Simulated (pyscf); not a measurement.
Thermochemistry of product channels of `[NH2][SiH]([NH2])[NH2]` + `[H]` [doublet] on the doublet surface, in eV, from ωB97M-D3(BJ)/def2-TZVP energies (ideal gas, 1 atm, RRHO with modes under 100 cm⁻¹ raised to 100, one conformer, R ln 2 for chiral ones without a mode under 150 cm⁻¹). Single points on ωB97X-D3(BJ)/def2-SVP structures (PySCF, gas phase).

```json
[
 {"products": "`[NH2][Si]([NH2])[NH2]` [doublet] + `[H][H]`", "ΔE": "-0.29", "ΔH(298 K)": "-0.26", "ΔG(298 K)": "-0.33", "ΔG(1200 K)": "…"},
 {"products": "`[NH][SiH]([NH2])[NH2]` [doublet] + `[H][H]`", "ΔE": "…", "ΔH(298 K)": "+0.33", "ΔG(298 K)": "+0.24", "ΔG(1200 K)": "-0.03"}
]
```

### Question
Complete the blanks.

### Answer

- `[NH2][Si]([NH2])[NH2]` [doublet] + `[H][H]`, ΔG(1200 K): -0.53
- `[NH][SiH]([NH2])[NH2]` [doublet] + `[H][H]`, ΔE: +0.42

These are energies of the channels, which say nothing of barriers.
